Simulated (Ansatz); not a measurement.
# CHAl (singlet): wave-function methods side by side at angle Al1–C2–H3 = 180.0°, 6-31G

The task here is to estimate one member of a computed series from the others.

Method: 6-31G, core rule «outside noble gas», up to 6 orbitals frozen; program: Ansatz 0.2.0, Gaussian basis.

The runs, in order: UHF; CCSD(T) on RHF; CCSD(T) on UHF; BCCD(T) on RHF; CISD; CCSDT(Q) on RHF; CCSDT(Q) on UHF; CCSDTQ on RHF; CCSDTQ on UHF; CASSCF and MRCISD+Q, 2 electrons in 2 orbitals; CASSCF and NEVPT2, 2 electrons in 2 orbitals; CASSCF and MRCISD+Q, 8 electrons in 9 orbitals; CASSCF and NEVPT4(SD), 8 electrons in 9 orbitals; CASSCF and NEVPT2, 8 electrons in 9 orbitals; Full CI; Full CI in the symmetry of the determinant.

13 further runs of the same task are left out: 10 that didn't finish, 3 set aside as unsound or not needed.

### The geometry

The geometry derives from a PBE0/def2-TZVP stationary point (not a proven minimum). One angle is set to the value named; bond lengths are kept.

3 atoms, charge 0, spin multiplicity 1.

Atoms are counted from 1 here; the program's logs count them from 0.

Bond lengths: Al1–C2 1.850 Å, C2–H3 1.096 Å. Angles: Al1–C2–H3 180.0°.

Geometry (Å):

| atom | x (Å) | y (Å) | z (Å) |
| --- | --- | --- | --- |
| Al1 | 0.0000 | 0.0000 | -1.5989 |
| C2 | 0.0000 | 0.0000 | 0.2516 |
| H3 | 0.0000 | 0.0000 | 1.3474 |

The first run:

The input, in.yaml:

```yaml
crystal:
  periodic: [false, false, false]
  atoms:
    - {symbol: Al, position_ang: [0.000000, 0.000000, -1.598930]}
    - {symbol: C, position_ang: [0.000000, 0.000000, 0.251556]}
    - {symbol: H, position_ang: [0.000000, 0.000000, 1.347374]}
basis:
  gaussian: {orbitals: 6-31G}
magnetization: {spin_polarized: true, initial_magnetization: 0}
hamiltonian: {xc: hf}
output: {orbitals: {seedname: orbitals}}
```

Started as:

```bash
$ ansatz run in.yaml --threads 1 --pin off --events-out ev --progress --plain --max-ram 2393MiB
```

Steps of the session up to this table: UHF; CCSD(T) on RHF; CCSD(T) on UHF; BCCD(T) on RHF; CISD; CCSDT(Q) on RHF; CCSDT(Q) on UHF; CCSDTQ on RHF; CCSDTQ on UHF; CASSCF and MRCISD+Q, 2 electrons in 2 orbitals; CASSCF and NEVPT2, 2 electrons in 2 orbitals; CASSCF and MRCISD+Q, 8 electrons in 9 orbitals; CASSCF and NEVPT4(SD), 8 electrons in 9 orbitals; CASSCF and NEVPT2, 8 electrons in 9 orbitals; Full CI; Full CI in the symmetry of the determinant.

One of the session's tables, all rows but one given; the rest of the session is left out.

| method | from FCI (meV) |
| --- | --- |
| CASSCF pair | +2892.2 |
| NEVPT2 pair | +860.7 |
| CASSCF valence | +823.8 |
| NEVPT2 valence | +238.2 |
| NEVPT4(SD) valence | +45.5 |
| MRCISD valence | ? |
| MRCISD+Q valence | +20.9 |
| FCI | 0 |

Q: Estimate the row for MRCISD valence from the others.

The run gave: from FCI (meV): +36.7. In the column «from FCI (meV)» it lies between MRCISD+Q valence (+20.9) and NEVPT4(SD) valence (+45.5).

Among the levels timed on like hardware and quicker than the yardstick, those that no quicker one beats, quickest first: NEVPT2 pair (0.66 s, +860.7 meV); NEVPT2 valence (3.6 s, +238.2 meV); NEVPT4(SD) valence (4.6 s, +45.5 meV); MRCISD+Q valence (4.8 s, +20.9 meV).

Not comparable, so not listed: CASSCF and MRCISD+Q, 2 electrons in 2 orbitals (they don't share determinant, frozen orbitals or solution with the rows shown, or repeat one).

To keep in mind: The determinant is far from a pure spin state, so its energy mixes those of several spin states (harmless only where they are near-degenerate, as at dissociation). The report flags that the cluster equations may have other roots. The yardstick is full CI for this spin, exact in this basis with these frozen cores. Left out of the table: RHF, UHF, RMP2, UMP2, CISD, RCCSD, UCCSD, RCCSD(T), UCCSD(T), BCCD(T), RCCSDT, UCCSDT, RCCSDT(Q), UCCSDT(Q), RCCSDTQ, UCCSDTQ (another determinant or state than the rows shown). Of the multireference levels listed MRCISD+Q valence comes nearest in total energy (+20.9 meV), which doesn't show that its space is the better one. Warnings in the runs' records: large difference, other roots, passed over end.
